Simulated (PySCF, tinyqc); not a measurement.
RHF in the sto-3g basis, for LiH, spin multiplicity 1, step by step. The lowest restricted solution is unstable here: a spin-polarised one lies 0.0930 hartree lower (PySCF). One step of it, computed by the program tinyqc.

Question. Iteration 2: building the Fock matrix. J_ij = sum D_kl (ij|kl), K_ij = sum D_kl (ik|jl); F = H + J - 0.5 K; E = tr D H + tr D J / 2 - 0.25 tr D K + E_nn.

D after iteration 1, lower triangle:
```
            1Li 1s    1Li 2s   1Li 2px   1Li 2py   1Li 2pz     2H 1s
1Li 1s    1.980517
1Li 2s    0.014176  0.186584
1Li 2px   0.000000  0.000000  0.000000
1Li 2py   0.000000  0.000000  0.000000  0.000000
1Li 2pz  -0.038447  0.117787  0.000000  0.000000  0.075492
2H 1s    -0.150334  0.530624  0.000000  0.000000  0.339538  1.527394
```

core Hamiltonian H = T + V (hartree), lower triangle:
```
            1Li 1s     1Li 2s    1Li 2px    1Li 2py    1Li 2pz      2H 1s
1Li 1s   -4.573450
1Li 2s   -1.024936  -1.271381
1Li 2px   0.000000   0.000000  -1.033980
1Li 2py   0.000000   0.000000   0.000000  -1.033980
1Li 2pz  -0.004124  -0.049104   0.000000   0.000000  -1.064245
2H 1s    -0.005208  -0.133795   0.000000   0.000000  -0.205803  -0.968647
```

Two-electron integrals (ij|kl) in chemists' order, unique and non-zero (hartree):
```
(11|11) 1.680395   (21|11) 0.265420   (21|21) 0.049941   (22|11) 0.397727
(22|21) 0.092860   (22|22) 0.290562   (31|31) 0.008981   (32|31) 0.013788
(32|32) 0.064184   (33|11) 0.396640   (33|21) 0.092880   (33|22) 0.290497
(33|33) 0.312946   (41|41) 0.008981   (42|41) 0.013788   (42|42) 0.064184
(43|43) 0.016869   (44|11) 0.396640   (44|21) 0.092880   (44|22) 0.290497
(44|33) 0.279207   (44|44) 0.312946   (51|51) 0.008981   (52|51) 0.013788
(52|52) 0.064184   (53|53) 0.016869   (54|54) 0.016869   (55|11) 0.396640
(55|21) 0.092880   (55|22) 0.290497   (55|33) 0.279207   (55|44) 0.279207
(55|55) 0.312946   (61|11) 0.001077   (61|21) 0.000213   (61|22) 0.000438
(61|33) 0.000429   (61|44) 0.000429   (61|51) 0.000038   (61|52) 0.000082
(61|55) 0.000458   (61|61) 1.15e-06   (62|11) 0.022280   (62|21) 0.005360
(62|22) 0.020993   (62|33) 0.019756   (62|44) 0.019756   (62|51) 0.000679
(62|52) 0.006457   (62|55) 0.023437   (62|61) 0.000032   (62|62) 0.004710
(63|31) 0.000140   (63|32) 0.001083   (63|53) 0.000595   (63|63) 0.000135
(64|41) 0.000140   (64|42) 0.001083   (64|54) 0.000595   (64|64) 0.000135
(65|11) 0.034374   (65|21) 0.008277   (65|22) 0.032637   (65|33) 0.030626
(65|44) 0.030626   (65|51) 0.001061   (65|52) 0.010195   (65|55) 0.036616
(65|61) 0.000049   (65|62) 0.007554   (65|65) 0.012125   (66|11) 0.167355
(66|21) 0.040355   (66|22) 0.166149   (66|33) 0.156376   (66|44) 0.156376
(66|51) 0.004124   (66|52) 0.048322   (66|55) 0.185369   (66|61) 0.000230
(66|62) 0.052647   (66|65) 0.085338   (66|66) 0.774606
```

nuclear repulsion = 0.50206567 hartree

Give: Coulomb J; exchange K; Fock matrix F; total energy of this density.

Answer.

Coulomb J (hartree), lower triangle:
```
         1Li 1s  1Li 2s  1Li 2px  1Li 2py  1Li 2pz  2H 1s
1Li 1s    3.742
1Li 2s    0.624   1.165
1Li 2px   0.000   0.000    1.144
1Li 2py   0.000   0.000    0.000    1.144
1Li 2pz   0.010   0.102    0.000    0.000    1.199
2H 1s     0.003   0.142    0.000    0.000    0.226  1.686
```

exchange K (hartree), lower triangle:
```
         1Li 1s  1Li 2s  1Li 2px  1Li 2py  1Li 2pz  2H 1s
1Li 1s    3.346
1Li 2s    0.550   0.193
1Li 2px   0.000   0.000    0.033
1Li 2py   0.000   0.000    0.000    0.033
1Li 2pz  -0.003   0.080    0.000    0.000    0.108
2H 1s     0.001   0.193    0.000    0.000    0.234  1.300
```

Fock matrix F (hartree), lower triangle:
```
         1Li 1s  1Li 2s  1Li 2px  1Li 2py  1Li 2pz  2H 1s
1Li 1s   -2.504
1Li 2s   -0.676  -0.203
1Li 2px   0.000   0.000    0.093
1Li 2py   0.000   0.000    0.000    0.093
1Li 2pz   0.008   0.012    0.000    0.000    0.081
2H 1s    -0.003  -0.089    0.000    0.000   -0.097  0.067
```

total energy of this density = -7.61824 hartree
